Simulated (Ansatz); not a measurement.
**C2H2OS (SMILES OC=C=S): single points off equilibrium**

One table from this session's results is given with a row withheld; the runs are named, their logs left out.

Program: Ansatz 0.2.0, Gaussian basis. Level of theory: single points in def2-TZVPP. These are calculated values, not measurements.

Correlated methods freeze the cores.

## Where the work starts

SMILES `OC=C=S`, 6 atoms, charge 0, spin multiplicity 1.

Atoms are counted from 1 here; the program's logs count them from 0.

Bond lengths: O1–C2 1.353 Å, O1–H5 0.975 Å, C2–C3 1.303 Å, C2–H6 1.073 Å, C3–S4 1.560 Å. Angles: C2–O1–H5 111.2°, O1–C2–C3 124.4°, O1–C2–H6 116.4°, C3–C2–H6 119.0°, C2–C3–S4 171.2°.

Geometry (Å):

```
O     0.29140    1.07660   -0.77890
C    -0.00270    0.15210    0.16490
C    -0.16410   -1.11840   -0.07390
S    -0.31230   -2.67040   -0.12800
H     0.27640    1.97790   -0.40670
H    -0.18530    0.52250    1.15490
```

The first run:

run/in.yaml reads:

```yaml
crystal:
  periodic: [false, false, false]
  atoms:
    - {symbol: O, position_ang: [0.291400, 1.076600, -0.778900]}
    - {symbol: C, position_ang: [-0.002700, 0.152100, 0.164900]}
    - {symbol: C, position_ang: [-0.164100, -1.118400, -0.073900]}
    - {symbol: S, position_ang: [-0.312300, -2.670400, -0.128000]}
    - {symbol: H, position_ang: [0.276400, 1.977900, -0.406700]}
    - {symbol: H, position_ang: [-0.185300, 0.522500, 1.154900]}
basis:
  gaussian: {orbitals: def2-TZVPP}
correlation: {method: ccsd_t}
output: {forces: true}
```

No record of the launch command was kept for these runs.

Among the steps run: CCSD(T)/def2-TZVPP; PBE0-D4/def2-TZVPP; wB97M-V/def2-TZVPP; r2SCAN-D4/def2-TZVPP; PBE-D4/def2-TZVPP; SPW92/def2-TZVPP; CAM-B3LYP-D4/def2-TZVPP.

One of the session's tables, all rows but one given; the rest of the session is left out.

| method | RMS force component (eV/Å) | angle to CCSD(T) forces (°) | dipole (D) |
| --- | --- | --- | --- |
| CCSD(T) | 0.598 | reference | 2.60 |
| PBE0-D4 | 0.486 | 29.5 | 2.82 |
| wB97M-V | 0.478 | 24.5 | 2.78 |
| r2SCAN-D4 | 0.508 | 19.3 | 2.83 |
| PBE-D4 | ? | ? | ? |
| SPW92 | 0.443 | 49.3 | 2.71 |
| CAM-B3LYP-D4 | 0.444 | 34.5 | 2.83 |

Estimate the missing values for PBE-D4.

**Answer.** RMS force component (eV/Å): 0.529; angle to CCSD(T) forces (°): 20.2; dipole (D): 2.71. In the column «RMS force component (eV/Å)» it lies between r2SCAN-D4 (0.508) and CCSD(T) (0.598).
